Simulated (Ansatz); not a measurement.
# Property card for FeB4

Method: DFT r2SCAN, scalar-relativistic, plane waves, PAW (Ansatz 0.2.0).

Plane waves to 500 eV, a k mesh through Γ of 8×8×12 on the computed 10-atom cell and Gaussian smearing (0.10 eV); collinear spin from starting moments 0.14 0.14 0 0 0 0 0 0 0 0 μB.

The structure is relaxed at this level of theory with its symmetry kept. Whether it is the stable form of this composition wasn't checked.

```yaml
crystal:
  lattice:
    - [4.51223, 0.00000, 0.00000]
    - [0.00000, 5.25047, 0.00000]
    - [0.00000, 0.00000, 2.99933]
  atoms:
    - { symbol: Fe, position: [0.00000, 0.00000, 0.00000] }
    - { symbol: Fe, position: [0.50000, 0.50000, 0.50000] }
    - { symbol: B, position: [0.24776, 0.31269, 0.00000] }
    - { symbol: B, position: [0.75224, 0.68731, 0.00000] }
    - { symbol: B, position: [0.74776, 0.18731, 0.50000] }
    - { symbol: B, position: [0.25224, 0.81269, 0.50000] }
    - { symbol: B, position: [0.33761, 0.12714, 0.50000] }
    - { symbol: B, position: [0.66239, 0.87286, 0.50000] }
    - { symbol: B, position: [0.83761, 0.37286, 0.00000] }
    - { symbol: B, position: [0.16239, 0.62714, 0.00000] }
```

```
Space group                                                       : Pnnm (No. 58)
Volume per atom                                                   : 48.0 bohr³
Formation energy from the elements' standard states (uncorrected) : -0.092 eV/atom
Generalised Kohn–Sham band gap                                    : none (metal)
Density of states at the Fermi level                              : 2.70 states/eV per cell
Löwdin character within 0.5 eV of the Fermi level                 : Fe 3d 52 %, B 2p 43 %
Bader charges (e)                                                 : Fe (2 in the cell) 0.52, B (4 in the cell) -0.21, B (4 in the cell) -0.05
Total moment                                                      : 0.34 μB per cell
Site moments (μB; atoms counted from 1 over the whole cell)       : Fe (atom 1) 0.13, Fe (atom 2) 0.13
```

The state reached may not be the lowest one.

Only this magnetic start was tried.

Cost: 1 run of about 9.2 core-minutes, on Intel Xeon Platinum 8259CL (Skylake/Cascade Lake) (shared hosts).